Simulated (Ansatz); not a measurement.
Ansatz (an electronic-structure program) input file for BF₃, SMILES FB(F)F, PBE-D3(BJ)/def2-TZVP. 

Ansatz 0.2 input:
```yaml
crystal:
  periodic: [false, false, false]
  atoms:
    - {symbol: B, position_ang: [-0.00000000, 0.00000000, 0.00000000]}
    - {symbol: F, position_ang: [-1.31563921, 0.00000000, 0.00000000]}
    - {symbol: F, position_ang: [0.65781961, 1.13937697, 0.00000000]}
    - {symbol: F, position_ang: [0.65781960, -1.13937698, 0.00000000]}
basis:
  gaussian:
    orbitals: def2-TZVP
hamiltonian:
  xc: pbe
  dispersion: d3bj
relax: {f_tol: 0.002, max_steps: 200}
```

Log of the run:

```
WARN ansatz: RAYON_NUM_THREADS=1 ignored (pool sized by the plan → 1); use --threads N
Functional definition: PBE
integrals: 0.03 GiB planned
637 factors; their error is unknown
mean field: 0.28 GiB planned
mean field evaluation 1: about -8823.8999 eV, gradient 5.0e1 eV
mean field evaluation 2: about -8817.4500 eV, gradient 8.6e1 eV
mean field evaluation 4: about -8826.9726 eV, gradient 6.1e-1 eV
mean field evaluation 8: about -8826.9690 eV, gradient 1.0e-1 eV
mean field -8826.96903768 eV, -324.3851290003 hartree, gradient 7.9e-5 eV, S^2 0.000000; 0 other end points of the search recorded, 0 dependent functions left out
the calculation of the forces begins
reference -8826.96907214 eV, -324.3851302665 hartree; 16, 16 occupied and 108, 108 virtual orbitals, 637 factors
relax step   1: F+E_penalty+E_count = -8827.00069290 eV  Δ(F+E_penalty+E_count) = +0.000e0 eV  max|allowed force component| = 5.145e-1 eV/Å  Δτ_max = 0.0000 Å  (24 SCF iters, accepted)
these checks for a lower state are left out or cut short: starts, cluster_reference, orbital_swaps, neighbouring_geometries, increment
integrals: 0.03 GiB planned
637 factors; their error is unknown
mean field: 0.28 GiB planned
mean field evaluation 16: about -8826.9792 eV, gradient 8.0e-1 eV
mean field -8826.97543839 eV, -324.3853642219 hartree, gradient 1.4e-5 eV, S^2 0.000000; 0 other end points of the search recorded, 0 dependent functions left out
the calculation of the forces begins
reference -8826.97547278 eV, -324.3853654856 hartree; 16, 16 occupied and 108, 108 virtual orbitals, 637 factors
relax step   2: F+E_penalty+E_count = -8827.00706275 eV  Δ(F+E_penalty+E_count) = -6.370e-3 eV  max|allowed force component| = 1.901e-1 eV/Å  Δτ_max = 0.0060 Å  (27 SCF iters, accepted)
these checks for a lower state are left out or cut short: starts, cluster_reference, orbital_swaps, neighbouring_geometries, increment
integrals: 0.03 GiB planned
637 factors; their error is unknown
mean field: 0.28 GiB planned
mean field -8826.97649385 eV, -324.3854030095 hartree, gradient 1.3e-5 eV, S^2 0.000000; 0 other end points of the search recorded, 0 dependent functions left out
the calculation of the forces begins
reference -8826.97652820 eV, -324.3854042718 hartree; 16, 16 occupied and 108, 108 virtual orbitals, 637 factors
relax step   3: F+E_penalty+E_count = -8827.00809960 eV  Δ(F+E_penalty+E_count) = -1.037e-3 eV  max|allowed force component| = 3.596e-3 eV/Å  Δτ_max = 0.0036 Å  (27 SCF iters, accepted)
these checks for a lower state are left out or cut short: starts, cluster_reference, orbital_swaps, neighbouring_geometries, increment
integrals: 0.03 GiB planned
637 factors; their error is unknown
mean field: 0.28 GiB planned
mean field evaluation 32: about -8826.9815 eV, gradient 1.0e-1 eV
mean field -8826.97649460 eV, -324.3854030369 hartree, gradient 5.5e-6 eV, S^2 0.000000; 0 other end points of the search recorded, 0 dependent functions left out
the calculation of the forces begins
reference -8826.97652894 eV, -324.3854042991 hartree; 16, 16 occupied and 108, 108 virtual orbitals, 637 factors
relax step   4: F+E_penalty+E_count = -8827.00809998 eV  Δ(F+E_penalty+E_count) = -3.801e-7 eV  max|allowed force component| = 2.904e-5 eV/Å  Δτ_max = 0.0001 Å  (16 SCF iters, accepted)
integrals: 0.03 GiB planned
637 factors; their error is unknown
mean field: 0.28 GiB planned
mean field -8826.97649460 eV, -324.3854030369 hartree, gradient 1.2e-5 eV, S^2 0.000000; 1 other end points of the search recorded, 0 dependent functions left out
the calculation of the forces begins
reference -8826.97652894 eV, -324.3854042991 hartree; 16, 16 occupied and 108, 108 virtual orbitals, 637 factors
Total energy: -8827.00813433 eV, -324.3865657755 hartree
Atom 0 at    -0.000003    -0.000000     0.000000 Å, force    -0.000029    -0.000000    -0.000000 eV/Å
Atom 1 at    -1.325331     0.000000    -0.000000 Å, force    -0.000014    -0.000000     0.000000 eV/Å
Atom 2 at     0.662667     1.147771     0.000000 Å, force     0.000022     0.000012     0.000000 eV/Å
Atom 3 at     0.662667    -1.147771    -0.000000 Å, force     0.000022    -0.000012     0.000000 eV/Å
Dipole moment:    -0.000007     0.000000     0.000000 e Å
```

The run converged.
